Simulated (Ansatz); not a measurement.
Relaxed structures of CH3FSi, singlet (PBE0-D4/def2-TZVP; forces vanish, vibrations not checked; lower isomers may exist, and structures with a doubtful reference or unclear bonds are left out; Å). Program: Ansatz 0.2.0. Basis: def2-TZVPP. Cores are frozen in the correlated methods.

(1) Rank them by CCSD(T) energy, lowest first, and give each one's height above the lowest. Links in brackets join atoms within 1.22 times the sum of their covalent radii (1.1 for two metals). (An estimate is asked for; the value comes from the calculation.)
A.
CH₃FSi ([F][CH][SiH2])
```
6
angstrom
F -0.5433 -1.6573 0.9268
C -0.2443 -0.8406 -0.0954
Si 0.2355 0.8038 0.0569
H -0.3389 -1.3388 -1.0574
H 0.5239 1.5416 -1.1850
H 0.3670 1.4914 1.3541
```
B.
CH₃FSi ([F][CH2][SiH])
```
6
angstrom
F -0.8804 -1.3049 1.1501
C -0.0308 -0.8453 0.1574
Si 0.3951 1.0092 0.0944
H -0.4560 -1.1288 -0.8194
H 0.9154 -1.4071 0.2254
H -0.4515 1.3709 1.3065
```
C.
CH₃FSi ([CH2][SiH][F])
```
6
angstrom
F -0.5939 -1.7904 1.1244
C 0.2269 0.7790 0.0776
Si -0.2410 -0.8288 -0.0900
H -0.3950 -1.5820 -1.3442
H 0.4457 1.3478 -0.8194
H 0.3287 1.2980 1.0214
```

T1 diagnostic: at most 0.016. The restricted Hartree–Fock reference is unstable towards an unrestricted one at one or more of these structures.

Results:

(1) Computed: C (0.0 kJ/mol), A (231.2 kJ/mol), B (237.4 kJ/mol). Heights count from the lowest.

For scale, one of the runs: CCSD(T)/def2-TZVPP, 146 basis functions, launched by `ansatz run in.yaml --threads 2 --pin off --events-out ev --progress --plain --max-ram 4352MiB`. Time: 11 s of wall clock on 2 CPU threads of an Arm Neoverse V2; the host was shared. Peak host memory: 0.87 GiB.
